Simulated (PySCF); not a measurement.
# Which determinant of CO lies lowest?

Unrestricted PBE0; C def2-TZVP, O def2-TZVP; no relativity (PySCF 2.14). Outer shells of the fragments: C 2s2 2p2; O 2s2 2p4.

Followed along the bond (rough minima from three points):

```
2Ms+1  unpaired  ⟨S²⟩ at the start  R at minimum (Å)  Te (eV)
    1      none               0.00              1.13     0.00
    3  σ ↑, π ↑               2.03              1.20     5.73
```

Solutions found at the starting distance of 1.310 Å, counted from the lowest of them; the search is not exhaustive and high or unbound solutions are not listed, so other states can lie among these:

| 2Ms+1 | unpaired | term | E (eV) | ⟨S²⟩ | ⟨Lz²⟩ | μ (D) |
| --- | --- | --- | --- | --- | --- | --- |
| 1 | none | ¹Σ⁺ | 0.00 | 0.00 | 0.00 | -0.56 |
| 3 | σ ↑, π ↑ | ³Π | 4.70 | 2.03 | 1.00 | -1.64 |
| 3 | π ↑↑ | mixed | 5.42 | 2.01 | 2.01 | 1.18 |
| 3 | π ↑↑ | mixed | 6.06 | 2.01 | 2.01 | 1.00 |
| 5 | σ ↑, π ↑↑↑ | ⁵Π | 8.72 | 6.01 | 1.00 | -0.26 |

A term symbol is given only where ⟨S²⟩ and ⟨Lz²⟩ are close to those of a pure state; real π, δ and φ orbitals otherwise mix terms. A positive dipole means C(−)O(+).

**Question.** Compare the gap between the two lowest followed solutions at the starting distance with the gap between their minima.

**Answer.** At PBE0 the second solution (triplet, unpaired electrons σ ↑, π ↑) lies +4.70 eV from the first (singlet, closed shell) at 1.310 Å and +5.73 eV at the minima; the two curves relax by different amounts, since their minima lie near 1.20 and 1.13 Å.

Counting both spins, an empty level lies below a filled one in some of these solutions, because spin and occupation are held.
